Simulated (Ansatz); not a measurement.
CH$_{4}$BO (`CB[O]`) radical, 7 atoms. The species carries charge 0 and has multiplicity 2. Hardware: A = 2 threads of a server CPU on a shared host; B = 2 threads of an AMD EPYC 7R13 on a shared host and a share of an NVIDIA H100 80 GB. Correlated methods freeze the cores. Open-shell runs search over several starts.

(1) Give the basis size and wall time and peak host memory of each of these runs in Ansatz. UKS PBE0-D4/def2-TZVP relaxation (7 steps) [A]; UHF-CCSD(T)/cc-pV(T+d)Z energy [A]; UKS HSE06 (plane-wave form)-D4/def2-TZVPP energy [A]; UKS ωB97M-V/def2-SVP energy [A]; UKS PBE-D4/def2-TZVPP energy and forces [A]; UKS BHLYP-D4/def2-TZVPP energy [A]; UKS PBE0-D4/def2-SVP energy [A]; UHF-CCSD(T)/def2-TZVPP energy [A]; UHF-CCSD(T)/cc-pV(Q+d)Z energy [B]; UKS B2PLYP (frozen core)/def2-TZVPP energy [A]; direct RPA on PBE orbitals/def2-TZVPP energy [A]; UHF-CCSD(T)/def2-QZVPP energy [B]. (Best estimate.)

## Answers

(1) Ansatz gave: Other jobs shared the machine, so times are rough.

| level | job | functions | wall time | peak host memory (GiB) |
| --- | --- | --- | --- | --- |
| UKS PBE0-D4/def2-SVP | energy [A] | 62 | 1.4 s | 0.4 |
| UKS PBE-D4/def2-TZVPP | energy and forces [A] | 149 | 2.6 s | 0.4 |
| UKS HSE06 (plane-wave form)-D4/def2-TZVPP | energy [A] | 149 | 3 s | 0.4 |
| UKS BHLYP-D4/def2-TZVPP | energy [A] | 149 | 3.5 s | 0.4 |
| UKS B2PLYP (frozen core)/def2-TZVPP | energy [A] | 149 | 4.4 s | 0.4 |
| UKS ωB97M-V/def2-SVP | energy [A] | 62 | 4.4 s | 0.4 |
| direct RPA on PBE orbitals/def2-TZVPP | energy [A] | 149 | 5.5 s | 0.4 |
| UHF-CCSD(T)/def2-QZVPP | energy [B] | 291 | 15 s | 0.87 |
| UHF-CCSD(T)/cc-pV(Q+d)Z | energy [B] | 285 | 15 s | 0.85 |
| UKS PBE0-D4/def2-TZVP | relaxation (7 steps) [A] | 117 | 19 s | 0.4 |
| UHF-CCSD(T)/def2-TZVPP | energy [A] | 149 | 66 s | 2.4 |
| UHF-CCSD(T)/cc-pV(T+d)Z | energy [A] | 146 | 71 s | 2.2 |
